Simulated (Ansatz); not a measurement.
GeH4⁺, quartet in 6-31G: errors against full CI

Geometry: that of the GeH4⁺, doublet, kept fixed. The doublet lies 6.7 eV lower here.

| atom | x (Å) | y (Å) | z (Å) |
| --- | --- | --- | --- |
| Ge | 0.0000 | 0.0000 | 0.0000 |
| H | 0.5613 | 1.0339 | 1.0326 |
| H | -0.5699 | -1.0297 | 1.0321 |
| H | -0.5592 | 1.0308 | -1.0368 |
| H | 0.5678 | -1.0351 | -1.0279 |

Basis 6-31G (Cartesian d functions); Ansatz 0.2.0. Only valence electrons are correlated (noble-gas cores and the filled d shells of p-block atoms frozen), which leaves 7 electrons in 23 orbitals. Prefix R: restricted or restricted open-shell reference; prefix U: unrestricted. Active spaces: valence = (7e, 8o) chosen from the atoms' valence shells. No spin–orbit coupling is included, and no scalar relativity.

Full CI is exact within this basis and frozen core; it isn't the basis-set limit. The frozen core follows each run's orbitals, which can shift R against U totals by a few meV for light atoms and by up to 0.1 eV past Ca.

```
UHF ⟨S²⟩                          : 3.752
T1 diagnostic (RCCSD)             : 0.0270
largest doubles amplitude (RCCSD) : 0.080
```

```json
{"level": "RMP2", "E − E(RHF) (eV)": "-1.1518"}
{"level": "RCCSD", "E − E(RHF) (eV)": "-1.6975"}
{"level": "RCCSD(T)", "E − E(RHF) (eV)": "-1.7247"}
```

(1) Estimate how far full CI in 6-31G lies from RCCSD(T). The table doesn't fix it; the size of (T) and the diagnostics are the guide.

(1) Full CI in 6-31G lies 0.33 kcal/mol below RCCSD(T), which is 52 % of the (T) step (-0.63 kcal/mol). The diagnostics give no warning, yet the rest is a sizeable part of (T).

The other levels:

| level | E − E(full CI) (kcal/mol) | share of correlation (%) | wall time |
| --- | --- | --- | --- |
| BCCD(T) | 0.31 | 99.23 | 1.6 s |
| RCCSDT | 0.03 | 99.93 | – |
| RCCSDT(Q) | 0.00 | 100.01 | 5.5 s |
| CASSCF (valence space) | 10.85 | 72.94 | – |
| NEVPT2 (valence space) | 2.43 | 93.94 | 2.8 s |
| NEVPT4(SD) (valence space) | 0.38 | 99.05 | 3.7 s |
| MRCISD (valence space) | 0.25 | 99.37 | – |
| MRCISD+Q (valence space) | 0.14 | 99.65 | 3.9 s |

The correlation energy at full CI, counted from RHF, is -1.739 eV. That run took 42 s on 1 thread of Intel Xeon Platinum 8259CL, shared host over 2,128,518 determinants.

Run but not shown, since their state or frozen core can't be matched to the reference's or they repeat it: UHF, UMP2, UCCSD, UCCSD(T), UCCSDT, UCCSDT(Q).

Times hold each run's SCF and search for its determinant on a shared host, so for small cases they say little of a method's own cost; they ran on 1 thread of Intel Xeon Platinum 8259CL.

The full-CI state has the irrep B1 of C2v, in the program's axes (one component, if the state is degenerate).

Natural occupations of full CI about the gap: 1.960 1.944 1.012 1.002 0.986 0.047 0.025 0.009 0.003 0.003; effectively unpaired electrons, Σ n²(2−n)², 3.03.
